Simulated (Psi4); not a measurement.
**PH (SMILES [PH]): UPBE0/cc-pVTZ**

What is the energy change on altering one bond length of PH at UPBE0/cc-pVTZ? 

The calculation is run with Psi4 1.11.

2 further runs of the same task are left out: 1 that didn't finish, 1 set aside as unsound or not needed.

## (1) The molecule

PH has 2 atoms, charge 0, and is taken as a triplet. SMILES: `[PH]`. The coordinates come from a PBE0-D4/def2-TZVP relaxation.

Bond lengths: P1–H2 1.428 Å.

## (2) The energy at UPBE0/cc-pVTZ

hp.xyz

```xyz
2
HP
P      0.000000     0.000000    -0.014610
H      0.000000     0.000000     1.413680
```

run_ase.py

```python
import numpy as np
from ase.calculators.psi4 import Psi4
from ase.io import read

atoms = read('hp.xyz')
calc = Psi4(atoms=atoms, method='pbe0', basis='cc-pVTZ', memory='1600MB', num_threads=1, charge=0, multiplicity=3, label='hp', reference='uks')
calc.psi4.set_options({'puream': True, 'e_convergence': 1e-09, 'd_convergence': 1e-08, 'scf_type': 'pk', 'dft_radial_points': 99, 'dft_spherical_points': 590, 'maxiter': 100})
atoms.calc = calc

print(f'energy: {atoms.get_potential_energy():.6f} eV')
```

The run is started by

```console
$ python run_ase.py
```

hp.dat, shortened:

```text
[...]
  Running in c1 symmetry.
[...]
  Nuclear repulsion =    5.557455530774563
[...]
  Multiplicity = 3
[...]
  Nalpha       = 9
  Nbeta        = 7
[...]
    Number of basis functions: 48
[...]
   @UKS iter   1:  -341.74099290462152   -3.63267e-01   4.53466e-03 ADIIS/DIIS
[...]
   @UKS iter  10:  -341.75868728946625   -3.58114e-12   4.07057e-09 DIIS
[...]
   @S^2 Observed:                2.008952721E+00
[...]
    Orbital Energies [Eh]
    ---------------------
    Alpha Occupied:
       1A    -77.265184     2A     -6.640769     3A     -4.780685
       4A     -4.780685     5A     -4.771546     6A     -0.642941
       7A     -0.359431     8A     -0.271153     9A     -0.271153
    Alpha Virtual:
      10A      0.034364    11A      0.172400    12A      0.252664
      13A      0.252664    14A      0.257771    15A      0.257771
      16A      0.271737    17A      0.271737    18A      0.276584
      19A      0.393086    20A      0.558928    21A      0.808900
      22A      0.808900    23A      1.072830    24A      1.239235
      25A      1.239235    26A      1.240248    27A      1.240248
[...]
  @UKS Final Energy:  -341.75868728946625
   => Energetics <=
    Nuclear Repulsion Energy =              5.5574555307745630
    One-Electron Energy =                -483.2546558392692759
    Two-Electron Energy =                 153.6169152667998219
    DFT Exchange-Correlation Energy =     -17.6784022477714515
    Empirical Dispersion Energy =           0.0000000000000000
    VV10 Nonlocal Energy =                  0.0000000000000000
    Total Energy =                       -341.7586872894663088
[...]
 Multipole Moments:
 ------------------------------------------------------------------------------------
     Multipole            Electronic (a.u.)      Nuclear  (a.u.)        Total (a.u.)
 ------------------------------------------------------------------------------------
 L = 1.  Multiply by 2.5417464519 to convert [e a0] to [Debye]
 Dipole X            :          0.0000000            0.0000000            0.0000000
 Dipole Y            :         -0.0000000            0.0000000           -0.0000000
 Dipole Z            :         -1.1384819            1.3381952            0.1997133
 Magnitude           :                                                    0.1997133
[...]
```

The script printed:

```text
energy: -9299.727567 eV
```

Run time: 5.4 s. Hardware: 1 thread of Intel Xeon Platinum 8488C (Sapphire Rapids), shared host; peak memory 0.6 GiB.

## (3) The distorted shape: energy and forces at UPBE0/cc-pVTZ

job.in

```
memory 1.6 GB

molecule molecule1 {
  0 3
  P
  H 1 r2

  r2 = 1.6425
  symmetry c1
}

set basis cc-pVTZ
set reference uks
set puream true
set e_convergence 1e-09
set d_convergence 1e-08
set scf_type pk
set dft_radial_points 99
set dft_spherical_points 590
set maxiter 100

e_tot, wfn = gradient('pbe0', return_wfn=True)
oeprop(wfn, 'QUADRUPOLE', 'WIBERG_LOWDIN_INDICES', 'DIPOLE', title='PBE0')
print_variables()
```

The run is started by

```console
$ psi4 -n 1 job.in job.out
```

job.out, shortened:

```text
[...]
  Running in c1 symmetry.
[...]
  Nuclear repulsion =    4.832668590593609
[...]
  Multiplicity = 3
[...]
  Nalpha       = 9
  Nbeta        = 7
[...]
    Number of basis functions: 48
[...]
   @UKS iter   1:  -341.73104418566578   -4.13314e-01   4.28003e-03 ADIIS/DIIS
[...]
   @UKS iter  10:  -341.74664624511735   -6.71321e-11   8.14147e-09 DIIS
[...]
   @S^2 Observed:                2.009518994E+00
[...]
  @UKS Final Energy:  -341.74664624511735
   => Energetics <=
    Nuclear Repulsion Energy =              4.8326685905936086
    One-Electron Energy =                -481.7442597481816620
    Two-Electron Energy =                 152.8051452923358511
    DFT Exchange-Correlation Energy =     -17.6402003798651101
    Empirical Dispersion Energy =           0.0000000000000000
    VV10 Nonlocal Energy =                  0.0000000000000000
    Total Energy =                       -341.7466462451173470
[...]
  -Total Gradient:
     Atom            X                  Y                   Z
    ------   -----------------  -----------------  -----------------
       1       -0.000000000000    -0.000000000000    -0.051124859746
       2       -0.000000000000     0.000000000000     0.051124791919
[...]
 Multipole Moments:
 ------------------------------------------------------------------------------------
     Multipole            Electronic (a.u.)      Nuclear  (a.u.)        Total (a.u.)
 ------------------------------------------------------------------------------------
 L = 1.  Multiply by 2.5417464519 to convert [e a0] to [Debye]
 Dipole X            :         -0.0000000            0.0000000           -0.0000000
 Dipole Y            :          0.0000000            0.0000000            0.0000000
 Dipole Z            :         -1.4548820            1.5388931            0.0840111
 Magnitude           :                                                    0.0840111
 L = 2.  Multiply by 1.3450342976 to convert [e a0^2] to [Debye ang]
 Quadrupole XX       :        -10.7081353            0.0000000          -10.7081353
 Quadrupole XY       :         -0.0000000            0.0000000           -0.0000000
[...]
```

Wall time 7.2 s (1 thread of Intel Xeon Platinum 8488C (Sapphire Rapids), shared host); peak memory 0.56 GiB.

## (4) Summary of results

Level: UPBE0/cc-pVTZ.

```
                                                         quantity          value
                                        first shape: total energy  -341.75869 Eh
                                       first shape: dipole moment         0.51 D
                  first shape: HOMO energy (highest over α and β)       -7.38 eV
                   first shape: LUMO energy (lowest over α and β)       -2.80 eV
                                                first shape: ⟨S²⟩          2.009
                                    distorted shape: total energy  -341.74665 Eh
                                   distorted shape: dipole moment         0.21 D
              distorted shape: HOMO energy (highest over α and β)       -7.43 eV
               distorted shape: LUMO energy (lowest over α and β)       -2.84 eV
                                            distorted shape: ⟨S²⟩          2.010
                        distorted shape: largest force on an atom     2.629 eV/Å
energy change with the P1–H2 bond stretched from 1.428 to 1.643 Å       0.328 eV
```

**Reading.** With the P1–H2 bond stretched from 1.428 to 1.643 Å the energy rises by 0.33 eV (31.6 kJ/mol).
